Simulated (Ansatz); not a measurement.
This geometry of AlH3NO (6 atoms, charge 0, multiplicity 2) is a first-order saddle point.

All numbers below come from Ansatz 0.2.0, UKS B3LYP-D4/def2-TZVP.

```xyz
6
Properties=species:S:1:pos:R:3
N -1.027 0.148 -0.658
Al 0.721 -0.025 -0.265
O 1.173 -0.276 1.366
H -1.514 -0.579 -1.165
H -1.404 1.042 -0.946
H 2.093 -0.374 1.622
```

Task: Which two structures does it join? (They come from a converged band through this point; their orientation in space is the band's.)

Result: No bond is made or broken. The height of N1 over the plane of its neighbours goes from 0.00 to 0.00 Å. The two ends are copies of one structure, up to a mirror image or an exchange of like atoms.

Image 0:

```xyz
6
Properties=species:S:1:pos:R:3
N -0.920 0.239 -0.772
Al 0.640 0.570 0.006
O 1.172 -0.596 1.138
H -1.484 -0.577 -0.583
H -1.362 0.829 -1.458
H 1.995 -0.529 1.624
```

Image 10:

```xyz
6
Properties=species:S:1:pos:R:3
N -0.992 0.083 -0.714
Al 0.041 -0.714 0.489
O 1.493 0.103 0.878
H -1.875 -0.266 -1.047
H -0.760 0.960 -1.158
H 2.135 -0.229 1.506
```

Task: How far does it lie above each of them?

Result: 23.2 kJ/mol above the first and 23.2 kJ/mol above the second. This is the barrier of this one path; another mechanism may lie lower.

The run took 2.3 min on 2 threads of AMD EPYC 9R45 96-Core Processor (Zen 5), with other jobs on the host, peak memory 0.29 GiB.
